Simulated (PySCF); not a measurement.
## Working with the constants of Mg₂⁺

ROHF-CCSD(T) constants of Mg₂⁺, ²Σu⁺ (doublet), unpaired electrons σ ↑ (PySCF, no relativity, basis sets Mg aug-cc-pVDZ; masses 23.9850 and 23.9850 u):

```
ωe             : 214.3 cm⁻¹
ωexe           : 1.13 cm⁻¹
Be             : 0.15186 cm⁻¹
αe             : 0.00114 cm⁻¹
De to Mg⁺ + Mg : 1.28 eV
```

Q: What force constant and bond length do these constants imply?

A: Reduced mass μred = 11.993 u; k = 5.8918×10⁻⁷·μred·ωe² (u, cm⁻¹, mdyn/Å) = 0.324 mdyn/Å; Re = √(16.8576/(μred·Be)) (u, cm⁻¹, Å) = 3.042 Å.

Q: Estimate the centrifugal constant D from the Kratzer relation and find the Dunham coefficient a1.

A: D = 4Be³/ωe² = 3.05e-07 cm⁻¹; a1 = −1 − αeωe/(6Be²) = -2.77.

Correlated steps freeze 2 core orbitals. Correlated levels converge slowly with the basis: in double zeta they bind strong bonds too weakly, by up to about 1 eV, and carry superposition errors of some tenths. The state is the lowest determinant that a PBE0 search found; another state may lie lower at other levels.
